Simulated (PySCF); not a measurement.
Gas-phase reaction: BCl2NH2 + BH2 = 2 BCl + 4 H + N

Energies from PySCF, thermal terms from the rigid-rotor harmonic-oscillator model, ideal gas at 1 bar. S°(298 K) at PBE0/def2-TZVP differs from the NASA 1993 table for BH2 (+14 J/mol/K); whether the harmonic model or the table's entry is off was not settled. † marks an energy on the PBE0/def2-TZVP geometry and frequencies; other levels use their own. CCSD(T) freezes the core. 6-31G* has spherical d functions here. Open shells (unrestricted): BH2 (multiplicity 2), H (multiplicity 2), N (multiplicity 4); the rest are closed-shell singlets. B3LYP is the form with VWN-RPA correlation. BCl2NH2: computed as isolated molecules; such fragments, hydroxides, amides, oligomers or adducts are transient or little studied in the gas. CCSD(T) isn't extrapolated to the basis-set limit; its ΔH°(298 K) is 1681.7 kJ in def2-SVP and 1740.4 kJ in def2-TZVPP. The harmonic model lacks anharmonicity and excited electronic states, which grow with temperature; levels with a mode under 35 cm⁻¹ are left out. Internal rotation in BCl2NH2 is treated as a harmonic vibration of one conformer, which makes the entropy rough.

| level | ΔE electronic, kJ | ΔH°(298 K), kJ | ΔS°(298 K), J/K | ΔG°(800 K), kJ |
|---|---|---|---|---|
| B3LYP/6-31G* | 1910 | 1816 | 551 | 1361 |
| B3LYP/def2-TZVP† | 1911 | 1818 | 550 | 1363 |
| CCSD(T)/def2-TZVPP† | 1834 | 1740 | 550 | 1286 |
| HF/6-31G* | 1461 | 1361 | 553 | 903 |
| PBE/def2-SVP | 1927 | 1837 | 549 | 1385 |
| r2SCAN/def2-TZVP† | 1922 | 1829 | 550 | 1374 |
ΔH° is lowest at HF/6-31G* and highest at PBE/def2-SVP. No reference value is set beside these.
